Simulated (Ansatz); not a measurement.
Antiferromagnetic (type II) rock-salt NiO was calculated with LDA in Ansatz (PAW).

Run with plane-wave cutoff 930 eV, 14×14×14 k mesh, perturbation theory, spin-polarised with opposed moments, scalar-relativistic PAW data made under PBE.

Cell (relaxed at this level):

```cif
data_Ni2O2
_chemical_formula_sum 'Ni2 O2'
_space_group_name_H-M_alt 'P 1'
_space_group_IT_number 1
_cell_length_a 4.93693
_cell_length_b 4.93693
_cell_length_c 4.93693
_cell_angle_alpha 33.979
_cell_angle_beta 33.979
_cell_angle_gamma 33.979
loop_
_space_group_symop_operation_xyz
  'x, y, z'
loop_
_atom_site_label
_atom_site_type_symbol
_atom_site_fract_x
_atom_site_fract_y
_atom_site_fract_z
_atom_site_occupancy
Ni1 Ni 0.00000 0.00000 0.00000 1
Ni2 Ni 0.50000 0.50000 0.50000 1
O1 O 0.25000 0.25000 0.25000 1
O2 O 0.75000 0.75000 0.75000 1
```

Question: What does this level give for the electronic dielectric constant ε∞ (mean over three axes) and static dielectric constant (mean over three axes)?

Answer: 
- electronic dielectric constant ε∞ (mean over three axes) = 37.8
- static dielectric constant (mean over three axes) = 47.4

Measured, for comparison: high-frequency dielectric constant 5.7 (temperature not stated, no zero-point or thermal correction, our sources range from 5.61 to 6.10; as tabulated in Chen et al. (2018), doi:10.1103/physrevmaterials.2.073803). Computed (rounded) less measured: high-frequency dielectric constant +563 % (+520 % to +574 % over the range).

Ansatz is an electronic-structure program.
